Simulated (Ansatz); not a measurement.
A made-up structure of BSiH2O, doublet:

```xyz
5
angstrom
B 0.5071 1.0035 -0.2980
O -0.6560 0.1499 0.7541
Si -0.5459 -0.6200 -0.3197
H -1.1547 -1.8292 -0.7483
H 1.4581 1.0764 0.3446
```

It is relaxed with PBE-D4/def2-SVP and then PBE0-D4/def2-TZVP (Ansatz 0.2.0). Atoms count as bonded within 1.22 times the sum of their covalent radii (H–H: 0.88 Å). The end point is not checked to be a true minimum.

**Question.** Does its bonding change? (Judge from chemistry; the calculation decides.)

**Answer.** By the calculation: No: no bond forms or breaks.

Where it ends: The first stage lowers the energy by 5.36 eV in 14 steps. It ends as BSiH₂O ([BH]1[O][SiH]1):
```xyz
5
angstrom
B 0.5340 0.5787 0.0953
O -0.6000 0.3203 0.7320
Si -0.2010 -1.1988 -0.1176
H -1.3876 -1.4349 -1.0100
H 1.2633 1.5153 0.0330
```

Labels in which every atom is bracketed show which atoms are joined, not bond orders.

For scale, one of the runs: PBE0-D4/def2-TZVP relaxation, 111 basis functions, launched by `ansatz run in.yaml --threads 2 --pin off --events-out ev --progress --plain --max-ram 4352MiB`. Hardware: 2 CPU threads of an Intel Xeon Platinum 8259CL, shared host. Wall time about 19 s.
